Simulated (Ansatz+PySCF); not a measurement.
The numbers below are computed, except where a source is named.
This Ansatz input gave a total energy of -75.17877 hartree.

```yaml
crystal:
  periodic: [false, false, false]
  atoms:
    - { symbol: C, position_ang: [0.0, 0.0, -1.88413] }
    - { symbol: C, position_ang: [0.0, 0.0, 1.88413] }
basis:
  gaussian: { orbitals: "6-31G" }
hamiltonian:
  xc: hf
```

Q: Write an input for PySCF with the same method and basis set.

A:

```python
from pyscf import gto, scf

mol = gto.M(atom="""
C 0.000000 0.000000 -1.884130
C 0.000000 0.000000 1.884130
""", basis='6-31g', charge=0, spin=0)
mf = scf.RHF(mol)
mf.init_guess = 'minao'
mf.kernel()
while True:  # follow internal instabilities
    mo, _, stable, _ = mf.stability(return_status=True)
    if stable: break
    mf.kernel(mf.make_rdm1(mo, mf.mo_occ))
print(mf.converged, mf.e_tot, mf.spin_square()[0])
```

PySCF 2.14.0 gave -75.17877 hartree, 0.03 meV from the first. Caution: an unrestricted determinant lies well below; the determinant breaks the point group.
